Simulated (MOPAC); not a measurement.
MOPAC input (AM1):

```
AM1 FORCE THERMO(298,298) PRECISE LET CHARGE=-1 GEO-OK AUX(PRECISION=9) THREADS=1
C4H9

C     0.00012182 1   -0.00004557 1    0.00634248 1
C     0.00192113 1    1.44607646 1   -0.04362152 1
H    -0.00524033 1    1.87411448 1   -1.09393455 1
H    -0.90146240 1    1.88808849 1    0.46110617 1
H     0.91390869 1    1.88545005 1    0.44770052 1
C     1.25127638 1   -0.72541959 1   -0.04036095 1
H     1.61958779 1   -0.94831083 1   -1.08970400 1
H     2.08867075 1   -0.15705569 1    0.45151447 1
H     1.17853073 1   -1.72777727 1    0.46577389 1
C    -1.25390283 1   -0.72139930 1   -0.02227162 1
H    -1.63790572 1   -0.94329331 1   -1.06617971 1
H    -1.17720449 1   -1.72387743 1    0.48302984 1
H    -2.08230295 1   -0.15019146 1    0.48138880 1
```

Which zero-point energy does it print?

73.32 kcal/mol, from the harmonic wavenumbers of AM1.
